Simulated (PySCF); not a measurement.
## How well do the runs reproduce experiment for CClF3?

**Measured values to compare with.**

NIST CCCBDB Release 22 (SRD 101), experimental dipoles lists, for the gas: dipole moment (microwave Stark effect) 0.5 D.

NIST CCCBDB Release 22 (SRD 101), experimental polarizabilities lists, for the gas: mean polarisability 4.65 Å³.

From Thomas, Saethre, Boerve, Bozek, Huttula, Kukk, J. Phys. Chem. A 2004, 108, 4983 (carbon 1s photoelectron spectroscopy of halomethanes), for the gas: C 1s binding energy of C2 300.25 eV.

The results are set against them at the end.

Species: CClF3.
Atom-mapped SMILES: `[F:1][C:2]([F:3])([F:4])[Cl:5]`

Geometry (PBE0-D3(BJ)/def2-SVP, Å), atoms numbered from 1 in this order:
```
atom  x, y, z in Å
F1    -0.6415   -0.2154   -1.1662
C2    -0.0793    0.0008    0.0066
F3    -0.4777    1.1732    0.4591
F4    -0.4746   -0.9352    0.8464
Cl5    1.6730   -0.0233   -0.1459
```

Runs made with PySCF (gas phase, on this PBE0-D3(BJ)/def2-SVP geometry; non-relativistic but for the core-level run):

```tsv
level	job	basis functions
PBE0-D3(BJ)/def2-SVP, grid level 1	geometry optimisation from an MMFF94s start	74
B97-D/pcSseg-2	shieldings	187
HF/pcSseg-2	shieldings	187
PBE/pcSseg-2	shieldings	187
PBE0/pcSseg-0	shieldings, charges and field gradients	49
CAM-B3LYP/def2-SVPD	10 singlets by full TDDFT, 4 Tamm–Dancoff triplets, polarisability, ΔSCF ions	116
PBE0/6-31G*	10 singlets by full TDDFT, 4 Tamm–Dancoff triplets, polarisability	74
wB97X-D/def2-SVPD	10 singlets by full TDDFT, 4 Tamm–Dancoff triplets, polarisability, ΔSCF ions	116
B3LYP/def2-SVPD	10 singlets by full TDDFT, 4 Tamm–Dancoff triplets, polarisability, ΔSCF ions, density and orbital grids written	116
PBE0/6-31+G*	10 singlets by full TDDFT, 4 Tamm–Dancoff triplets, polarisability	94
PBE0/aug-cc-pVDZ	10 singlets by full TDDFT, 4 Tamm–Dancoff triplets, polarisability	119
PBE0/aug-cc-pVTZ	10 singlets by full TDDFT, 4 Tamm–Dancoff triplets, polarisability	234
PBE0/def2-SVP	10 singlets by full TDDFT, 4 Tamm–Dancoff triplets, polarisability	74
delta-SCF UKS SCAN, pcX-2 on the ionised atom, pcseg-1 elsewhere, spin-free X2C	ΔSCF core ionisation, 4 holes	116
```

All basis functions are spherical.

**Comparison with experiment**

**Dipole moment.** Measured: 0.5 D (NIST CCCBDB Release 22 (SRD 101), experimental dipoles).

```
               level  computed (D)  computed − measured (D)  % (from the printed values)
PBE0-D3(BJ)/def2-SVP          0.24                    -0.26                          -52
      B97-D/pcSseg-2          0.20                    -0.30                          -60
         HF/pcSseg-2          0.47                    -0.03                           -6
        PBE/pcSseg-2          0.20                    -0.30                          -60
       PBE0/pcSseg-0          0.11                    -0.39                          -78
 CAM-B3LYP/def2-SVPD          0.39                    -0.11                          -22
         PBE0/6-31G*          0.01                    -0.49                          -98
   wB97X-D/def2-SVPD          0.30                    -0.20                          -40
```

8 of the 31 levels run are shown, the closest and the furthest among them. Closest is HF/pcSseg-2 (-0.03 D), furthest PBE0/6-31G* (-0.49 D); one molecule doesn't rank methods. All 31 levels lie below the measurement. The computed dipoles belong to one fixed geometry; measured ones are averaged over vibrations unless marked μe. Magnitudes are compared, not signs.

**Mean polarisability.** Measured: 4.65 Å³ (NIST CCCBDB Release 22 (SRD 101), experimental polarizabilities).

```json
{"level": "B3LYP/def2-SVPD", "computed (Å³)": "4.64", "computed − measured (Å³)": "-0.01", "% (from the printed values)": "0"}
{"level": "CAM-B3LYP/def2-SVPD", "computed (Å³)": "4.58", "computed − measured (Å³)": "-0.07", "% (from the printed values)": "-2"}
{"level": "PBE0/6-31+G*", "computed (Å³)": "3.93", "computed − measured (Å³)": "-0.72", "% (from the printed values)": "-15"}
{"level": "PBE0/6-31G*", "computed (Å³)": "3.18", "computed − measured (Å³)": "-1.47", "% (from the printed values)": "-32"}
{"level": "PBE0/aug-cc-pVDZ", "computed (Å³)": "4.51", "computed − measured (Å³)": "-0.14", "% (from the printed values)": "-3"}
{"level": "PBE0/aug-cc-pVTZ", "computed (Å³)": "4.63", "computed − measured (Å³)": "-0.02", "% (from the printed values)": "0"}
{"level": "PBE0/def2-SVP", "computed (Å³)": "2.94", "computed − measured (Å³)": "-1.71", "% (from the printed values)": "-37"}
{"level": "wB97X-D/def2-SVPD", "computed (Å³)": "4.55", "computed − measured (Å³)": "-0.10", "% (from the printed values)": "-2"}
```

8 of the 12 levels run are shown, the closest and the furthest among them. The computed values are static and purely electronic, with core orbitals frozen in the response (1 au = 0.148185 Å³). The table of measured values doesn't say here whether a value is static or optical, or holds a vibrational part.

**Core binding energies.** Delta-SCF UKS SCAN, pcX-2 on the ionised atom, pcseg-1 elsewhere, spin-free X2C (PySCF).

```tsv
level and atom	computed (eV)	measured (eV)	computed − measured (eV)
C 1s, C2	300.35	300.25	+0.10
```

Sources, in the order of the opening: Thomas, Saethre, Boerve, Bozek, Huttula, Kukk, J. Phys. Chem. A 2004, 108, 4983 (carbon 1s photoelectron spectroscopy of halomethanes). The computed values are vertical, without vibrational structure; measured positions hang on the energy calibration. 

The geometry is computed, not the measured one. Where a level misses, the cause wasn't examined.
